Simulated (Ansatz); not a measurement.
## Ge: experiment and calculation

**Measured values to compare with.**

“Properties of the exotic metastable ST12 germanium allotrope”, 2017, pmc:5216117 reports, for a bulk crystal of Ge: lattice constant a 5.93284 ± 0.00006 Å; lattice constant c 6.9797 ± 0.0001 Å; band gap 0.74 ± 0.02 eV (direct).

The results are compared with them further down.

Theory: Ansatz 0.2.0, DFT PBEsol, scalar-relativistic, plane waves, PAW.

Plane waves to 420 eV, a k mesh through Γ of 6×6×6 on the computed 12-atom cell and Gaussian smearing (0.02 eV); no spin polarisation.

Relaxed structure, symmetry kept:

```
Ge
1.0
     5.92471    0.00000    0.00000
     0.00000    5.92471    0.00000
     0.00000    0.00000    6.97116
Ge
12
Cartesian
  0.5254 0.5254 0.0000
  2.4369 3.4878 5.2284
  5.3993 5.3993 3.4856
  3.4878 2.4369 1.7428
  1.0170 2.1887 1.7901
  0.7736 3.9793 0.0473
  4.9078 3.7360 5.2757
  5.1511 1.9454 3.5329
  3.9793 0.7736 -0.0473
  3.7360 4.9078 1.6955
  1.9454 5.1511 3.4383
  2.1887 1.0170 5.1811
```

* Space group: P4_32_12 (No. 96)
* Volume per atom: 20.39 Å³
* Formation energy from the elements' standard states (uncorrected): +0.107 eV/atom
* Kohn–Sham band gap: 0.40 eV, indirect from (0.331, 0.332, -0.074) to (0.345, 0.346, 0.000)
* Löwdin character of the top 1 eV of the valence band: Ge 4p 95 %
* Löwdin character of the lowest 1 eV of the conduction band: Ge 4p 63 %, Ge 4s 33 %, unprojected 5 %
* Electron masses at the edge by Cartesian direction of the standard setting (m_e; degenerate bands sorted by energy; no spin-orbit coupling): x: 0.066; y: 0.066; z: 0.10
* Hole masses at the edge by Cartesian direction of the standard setting (m_e; degenerate bands sorted by energy; no spin-orbit coupling): x: 0.13; y: 0.13; z: 0.41

Against the measured lattice constant a of Ge, 5.93284 Å (the paper above), the calculated 5.925 Å is off by -0.1 %. A measured lattice constant c of Ge is 6.9797 Å (the paper above); the calculated 6.971 Å misses it by -0.1 %. The calculation is for 0 K without zero-point motion. A measured band gap of Ge is 0.74 eV (direct; powder; the paper above); the calculated 0.40 eV misses it by -0.34 eV. Kohn–Sham gaps of semilocal functionals fall short of measured ones as a rule; spin-orbit coupling, left out here, would usually lower the calculated gap of a compound with heavy elements.

A gap measured on a powder or ceramic can differ from the single crystal's.

Cost: 3 runs of about 27 core-minutes in all, on Arm Neoverse V2 (shared hosts).